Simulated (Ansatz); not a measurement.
fcc Ca was calculated with r²SCAN (PAW; Ansatz, an electronic-structure program).

Settings: plane-wave cutoff 560 eV, 18×18×18 k mesh, Fermi–Dirac smearing 0.05 eV, scalar-relativistic PAW data made under PBE.

Cell (relaxed at this level):

Ca is modelled in the cubic space group Fm-3m (No. 225), the fcc (Cu type) structure, Pearson symbol cF4. Lattice parameters: a = b = c = 5.5678 Å, α = β = γ = 90.00°. Ca on 4a sees 12 Ca at 3.937 Å (cuboctahedral). (Neighbours: up to the widest gap in distance over summed covalent radii, below 1.35, at either atom.)
(The calculation used a cell of 1 atom; values per cell refer to that cell.)

**Question.** Predict the bulk modulus and pressure derivative B′ of the bulk modulus.

**Answer.** 
- bulk modulus = 17.9 GPa
- pressure derivative B′ of the bulk modulus = 3.3

The run finds no gap.

Measured, for comparison: bulk modulus 18.6 GPa (corrected for temperature and zero-point phonon effects, our sources range from 15.9 to 18.7; as tabulated in Levämäki et al. (2014), arXiv:1402.3671). Computed (rounded) less measured: bulk modulus not scored (sources differ).

The computed numbers hold no vibrational or temperature effects.
